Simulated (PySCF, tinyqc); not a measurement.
RHF in the sto-3g basis, for CH2, spin multiplicity 1, step by step. The lowest restricted solution is unstable here: a spin-polarised one lies 0.0219 hartree lower (PySCF). One step of it, computed by the program tinyqc.

Task: Iteration 2: building the Fock matrix. J_ij = sum D_kl (ij|kl), K_ij = sum D_kl (ik|jl); F = H + J - 0.5 K; E = tr D H + tr D J / 2 - 0.25 tr D K + E_nn.

D after iteration 1, lower triangle:
```
,1C 1s,1C 2s,1C 2px,1C 2py,1C 2pz,2H 1s,3H 1s
1C 1s,2.142817
1C 2s,-0.602117,2.579063
1C 2px,0.000000,0.000000,0.000000
1C 2py,0.037624,-0.169378,0.000000,0.328001
1C 2pz,-0.070318,0.242226,0.000000,0.001245,0.044572
2H 1s,0.112108,-0.683065,0.000000,0.557330,0.075535,1.609927
3H 1s,0.143813,-0.796376,0.000000,-0.314695,0.063990,0.468297,1.877403
```

core Hamiltonian H = T + V (hartree), lower triangle:
```
,1C 1s,1C 2s,1C 2px,1C 2py,1C 2pz,2H 1s,3H 1s
1C 1s,-18.478736
1C 2s,-4.456224,-5.431501
1C 2px,0.000000,0.000000,-4.340881
1C 2py,-0.000916,-0.009464,0.000000,-4.433716
1C 2pz,-0.009802,-0.111246,0.000000,-0.004291,-4.377160
2H 1s,-0.514428,-1.414635,0.000000,-1.110069,-0.710342,-2.880102
3H 1s,-0.425111,-1.226774,0.000000,0.984373,-0.630857,-0.206095,-2.758558
```

Two-electron integrals (ij|kl) in chemists' order, unique and non-zero (hartree):
```
i,j,k,l,(ij|kl)
1,1,1,1,3.541948
2,1,1,1,0.576921
2,1,2,1,0.111888
2,2,1,1,0.854682
2,2,2,1,0.205284
2,2,2,2,0.624709
3,1,3,1,0.020296
3,2,3,1,0.030858
3,2,3,2,0.137996
3,3,1,1,0.852436
3,3,2,1,0.205335
3,3,2,2,0.624568
3,3,3,3,0.672833
4,1,4,1,0.020296
4,2,4,1,0.030858
4,2,4,2,0.137996
4,3,4,3,0.036269
4,4,1,1,0.852436
4,4,2,1,0.205335
4,4,2,2,0.624568
4,4,3,3,0.600295
4,4,4,4,0.672833
5,1,5,1,0.020296
5,2,5,1,0.030858
5,2,5,2,0.137996
5,3,5,3,0.036269
5,4,5,4,0.036269
5,5,1,1,0.852436
5,5,2,1,0.205335
5,5,2,2,0.624568
5,5,3,3,0.600295
5,5,4,4,0.600295
5,5,5,5,0.672833
6,1,1,1,0.066090
6,1,2,1,0.012750
6,1,2,2,0.023389
6,1,3,3,0.023317
6,1,4,1,0.000623
6,1,4,2,0.001179
6,1,4,4,0.023477
6,1,5,1,0.000390
6,1,5,2,0.000737
6,1,5,4,0.000100
6,1,5,5,0.023380
6,1,6,1,0.001482
6,2,1,1,0.188818
6,2,2,1,0.046108
6,2,2,2,0.158543
6,2,3,3,0.154515
6,2,4,1,0.003669
6,2,4,2,0.027443
6,2,4,4,0.163089
6,2,5,1,0.002293
6,2,5,2,0.017152
6,2,5,4,0.005359
6,2,5,5,0.157864
6,2,6,1,0.005481
6,2,6,2,0.057348
6,3,3,1,0.004269
6,3,3,2,0.023729
6,3,4,3,0.005086
6,3,5,3,0.003179
6,3,6,3,0.006277
6,4,1,1,0.147733
6,4,2,1,0.036495
6,4,2,2,0.133054
6,4,3,3,0.126584
6,4,4,1,0.006719
6,4,4,2,0.044515
6,4,4,4,0.143287
6,4,5,1,0.001531
6,4,5,2,0.012991
6,4,5,4,0.007261
6,4,5,5,0.129136
6,4,6,1,0.004497
6,4,6,2,0.056966
6,4,6,4,0.061834
6,5,1,1,0.092333
6,5,2,1,0.022810
6,5,2,2,0.083159
6,5,3,3,0.079115
6,5,4,1,0.001531
6,5,4,2,0.012991
6,5,4,4,0.083197
6,5,5,1,0.005226
6,5,5,2,0.031848
6,5,5,4,0.007637
6,5,5,5,0.087067
6,5,6,1,0.002810
6,5,6,2,0.035604
6,5,6,4,0.034723
6,5,6,5,0.027979
6,6,1,1,0.366904
6,6,2,1,0.091026
6,6,2,2,0.357852
6,6,3,3,0.340579
6,6,4,1,0.007916
6,6,4,2,0.082325
6,6,4,4,0.377474
6,6,5,1,0.004948
6,6,5,2,0.051453
6,6,5,4,0.023059
6,6,5,5,0.354991
6,6,6,1,0.010894
6,6,6,2,0.175408
6,6,6,4,0.191247
6,6,6,5,0.119529
6,6,6,6,0.774606
7,1,1,1,0.054641
7,1,2,1,0.010539
7,1,2,2,0.019329
7,1,3,3,0.019273
7,1,4,1,-0.000509
7,1,4,2,-0.000964
7,1,4,4,0.019399
7,1,5,1,0.000319
7,1,5,2,0.000603
7,1,5,4,-0.000078
7,1,5,5,0.019322
7,1,6,1,0.001191
7,1,6,2,0.004269
7,1,6,4,0.003255
7,1,6,5,0.002197
7,1,6,6,0.008417
7,1,7,1,0.001012
7,2,1,1,0.162420
7,2,2,1,0.039688
7,2,2,2,0.137324
7,2,3,3,0.133821
7,2,4,1,-0.003141
7,2,4,2,-0.023934
7,2,4,4,0.141274
7,2,5,1,0.001964
7,2,5,2,0.014966
7,2,5,4,-0.004660
7,2,5,5,0.136735
7,2,6,1,0.004446
7,2,6,2,0.033261
7,2,6,4,0.024458
7,2,6,5,0.020185
7,2,6,6,0.077016
7,2,7,1,0.003896
7,2,7,2,0.044085
7,3,3,1,0.003590
7,3,3,2,0.020194
7,3,4,3,-0.004385
7,3,5,3,0.002742
7,3,6,3,0.003279
7,3,7,3,0.004686
7,4,1,1,-0.129701
7,4,2,1,-0.032053
7,4,2,2,-0.117563
7,4,3,3,-0.111941
7,4,4,1,0.005698
7,4,4,2,0.038476
7,4,4,4,-0.126432
7,4,5,1,-0.001318
7,4,5,2,-0.011432
7,4,5,4,0.006320
7,4,5,5,-0.114178
7,4,6,1,-0.003464
7,4,6,2,-0.025150
7,4,6,4,-0.016002
7,4,6,5,-0.015018
7,4,6,6,-0.056841
7,4,7,1,-0.003253
7,4,7,2,-0.044615
7,4,7,4,0.049015
7,5,1,1,0.081101
7,5,2,1,0.020042
7,5,2,2,0.073511
7,5,3,3,0.069995
7,5,4,1,-0.001318
7,5,4,2,-0.011432
7,5,4,4,0.073573
7,5,5,1,0.004414
7,5,5,2,0.027342
7,5,5,4,-0.006622
7,5,5,5,0.076878
7,5,6,1,0.002333
7,5,6,2,0.020495
7,5,6,4,0.014887
7,5,6,5,0.015454
7,5,6,6,0.049815
7,5,7,1,0.002034
7,5,7,2,0.027897
7,5,7,4,-0.027718
7,5,7,5,0.022018
7,6,1,1,0.024901
7,6,2,1,0.006114
7,6,2,2,0.022082
7,6,3,3,0.021465
7,6,4,1,-0.000009
7,6,4,2,-0.000105
7,6,4,4,0.022041
7,6,5,1,0.000502
7,6,5,2,0.004152
7,6,5,4,-0.000024
7,6,5,5,0.022715
7,6,6,1,0.000711
7,6,6,2,0.007059
7,6,6,4,0.006119
7,6,6,5,0.004843
7,6,6,6,0.020115
7,6,7,1,0.000588
7,6,7,2,0.006285
7,6,7,4,-0.005616
7,6,7,5,0.004379
7,6,7,6,0.001157
7,7,1,1,0.346693
7,7,2,1,0.086038
7,7,2,2,0.340228
7,7,3,3,0.324561
7,7,4,1,-0.007128
7,7,4,2,-0.075931
7,7,4,4,0.358012
7,7,5,1,0.004457
7,7,5,2,0.047479
7,7,5,4,-0.020916
7,7,5,5,0.337640
7,7,6,1,0.009634
7,7,6,2,0.084850
7,7,6,4,0.061217
7,7,6,5,0.053864
7,7,6,6,0.211114
7,7,7,1,0.008486
7,7,7,2,0.150843
7,7,7,4,-0.167451
7,7,7,5,0.104706
7,7,7,6,0.020115
7,7,7,7,0.774606
```

nuclear repulsion = 4.51391250 hartree

Give: Coulomb J; exchange K; Fock matrix F; total energy of this density.

Result:

Coulomb J (hartree), lower triangle:
```
,1C 1s,1C 2s,1C 2px,1C 2py,1C 2pz,2H 1s,3H 1s
1C 1s,10.4663
1C 2s,1.9678,4.4834
1C 2px,0.0000,0.0000,4.4105
1C 2py,-0.0056,-0.0280,0.0000,4.5624
1C 2pz,0.0267,0.2214,0.0000,0.0024,4.4598
2H 1s,0.2256,1.2242,0.0000,1.0599,0.6994,3.3143
3H 1s,0.1868,1.0832,0.0000,-0.9690,0.6319,0.1767,3.3533
```

exchange K (hartree), lower triangle:
```
,1C 1s,1C 2s,1C 2px,1C 2py,1C 2pz,2H 1s,3H 1s
1C 1s,7.1940
1C 2s,1.1728,1.4980
1C 2px,0.0000,0.0000,0.3444
1C 2py,0.0013,-0.0507,0.0000,0.8834
1C 2pz,0.0009,0.2040,0.0000,0.0329,0.4560
2H 1s,0.1404,0.5036,0.0000,0.5327,0.2979,1.4118
3H 1s,0.1159,0.4357,0.0000,-0.4623,0.2729,0.0923,1.4981
```

Fock matrix F (hartree), lower triangle:
```
,1C 1s,1C 2s,1C 2px,1C 2py,1C 2pz,2H 1s,3H 1s
1C 1s,-11.6094
1C 2s,-3.0748,-1.6971
1C 2px,0.0000,0.0000,-0.1025
1C 2py,-0.0072,-0.0122,0.0000,-0.3130
1C 2pz,0.0164,0.0082,0.0000,-0.0183,-0.1453
2H 1s,-0.3590,-0.4422,0.0000,-0.3165,-0.1599,-0.2717
3H 1s,-0.2963,-0.3615,0.0000,0.2465,-0.1354,-0.0755,-0.1543
```

total energy of this density = -37.651114 hartree
